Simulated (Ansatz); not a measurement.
**[H···H···O], triplet: the ladder up to UCCSDT(Q)**

Geometry: a point of a hydrogen-transfer path between rigid fragments, not a stationary point.

```xyz
3

H     0.0000    0.0000   -0.9257
H     0.0000    0.0000   -0.1147
O     0.0000    0.0000    1.0403
```

Basis cc-pVTZ; Ansatz 0.2.0. Correlated methods freeze the noble-gas cores, which leaves 8 electrons in 57 orbitals. R marks a restricted (for open shells ROHF) determinant, U an unrestricted one. Active spaces: pair = (4e, 4o) about the gap; valence = (8e, 6o) chosen from the atoms' valence shells.

Full CI isn't at hand for all of this; UCCSDT(Q) serves as the reference, and is uncertain by about the last step of the cluster series. The frozen core follows each run's orbitals, which can shift R against U totals by a few meV.

For open shells CISD is restricted-active-space CI with the open shells as a complete middle space.

```
UHF ⟨S²⟩                          : 2.040
T1 diagnostic (RCCSD)             : 0.0356
largest doubles amplitude (RCCSD) : 0.069
T1 diagnostic (UCCSD)             : 0.0204
```

```
                   level  E − E(UCCSDT(Q)) (meV)  share of correlation (%)  wall time
                     RHF                    6709                      0.00          –
                     UHF                    6248                      6.87          –
                    RMP2                     747                     88.87          –
                    UMP2                     792                     88.20          –
                    CISD                     430                     93.59      2.8 s
                   RCCSD                     179                     97.34          –
                   UCCSD                     168                     97.49          –
                RCCSD(T)                      21                     99.69      4.9 s
                UCCSD(T)                      19                     99.71      5.5 s
                 BCCD(T)                      20                     99.70      2.3 s
                  RCCSDT                       8                     99.88          –
                  UCCSDT                       6                     99.92          –
               RCCSDT(Q)                       2                     99.97       52 s
     CASSCF (pair space)                    5832                     13.07          –
     NEVPT2 (pair space)                     647                     90.35      1.3 s
  CASSCF (valence space)                    5751                     14.28          –
  NEVPT2 (valence space)                     946                     85.89     0.81 s
  MRCISD (valence space)                     332                     95.05          –
MRCISD+Q (valence space)                      67                     99.00      1.5 s
```

The correlation energy at UCCSDT(Q), counted from RHF, is -6.709 eV. That run took 46 s on 1 thread of Arm Neoverse V1, shared host.

Times hold each run's SCF and search for its determinant on a shared host, so for small cases they say little of a method's own cost; they ran on 1 thread of Arm Neoverse V1.

Natural occupations of CASSCF (valence space) about the gap: 2.000 1.998 1.969 1.001 1.000 0.032; effectively unpaired electrons, Σ n²(2−n)², 2.01.
